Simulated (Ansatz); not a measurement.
Relaxation of AlBH₆O (9 atoms, charge 0, multiplicity 1), to a largest force component of 0.03 eV/Å in at most 50 steps.

The calculation used Ansatz 0.2.0, RHF/def2-SVP.

```xyz
9
Properties=species:S:1:pos:R:3:forces:R:3
B 0.022 -0.313 -0.353 -0.05 -1.15 -0.10
H 0.081 0.055 2.016 -0.12 1.43 0.65
H 1.055 0.297 -0.438 0.00 -0.05 0.01
H -1.029 0.262 -0.510 0.04 -0.01 0.04
O 0.038 -1.670 -0.147 -0.07 0.89 -0.61
Al -0.810 -3.132 -0.385 0.07 0.09 -0.03
H -0.037 -4.468 -0.104 -0.01 -0.01 0.04
H -2.297 -3.075 -0.895 -0.01 -0.01 0.01
H 0.139 -0.626 1.818 0.15 -1.19 0.00
```

**Question.** Where does it end, and by what steps?

**Answer.** The forces met the threshold. The force dipped under the threshold on the way, but the program's further checks kept it going. After 25 steps the energy has fallen by 0.369 eV; H9 moved furthest, 1.57 Å.

```json
{"step": "0", "energy less start (eV)": "0.0000", "largest force component (eV/Å)": "1.432", "accepted": "yes"}
{"step": "1", "energy less start (eV)": "-0.1799", "largest force component (eV/Å)": "0.593", "accepted": "yes"}
{"step": "2", "energy less start (eV)": "-0.2449", "largest force component (eV/Å)": "0.337", "accepted": "yes"}
{"step": "3", "energy less start (eV)": "-0.2698", "largest force component (eV/Å)": "0.282", "accepted": "yes"}
{"step": "4", "energy less start (eV)": "-0.2800", "largest force component (eV/Å)": "0.297", "accepted": "yes"}
{"step": "5", "energy less start (eV)": "-0.2954", "largest force component (eV/Å)": "0.143", "accepted": "yes"}
{"step": "6", "energy less start (eV)": "-0.3099", "largest force component (eV/Å)": "0.095", "accepted": "yes"}
{"step": "7", "energy less start (eV)": "-0.3193", "largest force component (eV/Å)": "0.203", "accepted": "yes"}
{"step": "8", "energy less start (eV)": "-0.3227", "largest force component (eV/Å)": "0.350", "accepted": "yes"}
{"step": "9", "energy less start (eV)": "-0.3202", "largest force component (eV/Å)": "0.472", "accepted": "no"}
{"step": "10", "energy less start (eV)": "-0.3373", "largest force component (eV/Å)": "0.183", "accepted": "yes"}
{"step": "11", "energy less start (eV)": "-0.3492", "largest force component (eV/Å)": "0.093", "accepted": "yes"}
{"step": "12", "energy less start (eV)": "-0.3567", "largest force component (eV/Å)": "0.255", "accepted": "yes"}
{"step": "13", "energy less start (eV)": "-0.3664", "largest force component (eV/Å)": "0.022", "accepted": "yes"}
{"step": "14", "energy less start (eV)": "-0.3644", "largest force component (eV/Å)": "0.388", "accepted": "no"}
{"step": "15", "energy less start (eV)": "-0.3655", "largest force component (eV/Å)": "0.211", "accepted": "no"}
{"step": "16", "energy less start (eV)": "-0.3667", "largest force component (eV/Å)": "0.111", "accepted": "yes"}
{"step": "17", "energy less start (eV)": "-0.3677", "largest force component (eV/Å)": "0.127", "accepted": "yes"}
{"step": "18", "energy less start (eV)": "-0.3679", "largest force component (eV/Å)": "0.067", "accepted": "yes"}
{"step": "19", "energy less start (eV)": "-0.3685", "largest force component (eV/Å)": "0.014", "accepted": "yes"}
{"step": "20", "energy less start (eV)": "-0.3686", "largest force component (eV/Å)": "0.050", "accepted": "yes"}
{"step": "21", "energy less start (eV)": "-0.3687", "largest force component (eV/Å)": "0.030", "accepted": "yes"}
{"step": "22", "energy less start (eV)": "-0.3688", "largest force component (eV/Å)": "0.040", "accepted": "yes"}
{"step": "23", "energy less start (eV)": "-0.3689", "largest force component (eV/Å)": "0.039", "accepted": "yes"}
{"step": "24", "energy less start (eV)": "-0.3689", "largest force component (eV/Å)": "0.036", "accepted": "yes"}
{"step": "25", "energy less start (eV)": "-0.3690", "largest force component (eV/Å)": "0.002", "accepted": "yes"}
```

```xyz
9
Properties=species:S:1:pos:R:3
B -0.145 -0.308 -0.836
H 0.283 0.177 3.005
H 0.875 0.019 -1.392
H -0.853 0.534 -0.339
O -0.489 -1.594 -0.772
Al -0.929 -3.226 -0.677
H -0.413 -4.057 0.550
H -1.827 -3.812 -1.823
H 0.659 -0.403 3.288
```

Whether the end is a true minimum wasn't checked by a vibrational analysis.

The run took 27 s on 1 thread of Arm Neoverse V1, on a shared host, peak memory 0.14 GiB.
